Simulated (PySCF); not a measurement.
Converging SiN in the basis (MP2)

PySCF, ROHF reference; doublet, unpaired electrons σ ↑; De to Si + N without counterpoise correction. Frozen cores follow the default of each basis and core potential.

| basis | relativity | functions | Re (Å) | ωe (cm⁻¹) | De (eV) | frozen orbitals |
| --- | --- | --- | --- | --- | --- | --- |
| def2-SVP | no relativity | 32 | 1.604 | 1081 | 3.81 | 6 |
| cc-pV(D+d)Z/cc-pVDZ | no relativity | 37 | 1.605 | 1049 | 3.71 | 6 |
| x2c-TZVPPall | spin-free X2C | 73 | 1.592 | 1086 | 4.32 | 6 |

How does each smaller set differ from the one with most functions, x2c-TZVPPall?

def2-SVP: +1.2 pm, -0.5 % in ωe, -0.51 eV in De; cc-pV(D+d)Z/cc-pVDZ: +1.3 pm, -3.4 % in ωe, -0.61 eV in De. All at MP2; the set with most functions is neither the basis-set limit nor always the best. The rows treat relativity differently, so the differences are not basis effects alone.

Correlated steps freeze 6 core orbitals. Correlated levels converge slowly with the basis: in double zeta they bind strong bonds too weakly, by up to about 1 eV, and carry superposition errors of some tenths. The state was picked by a PBE0 search and need not be the measured ground state.
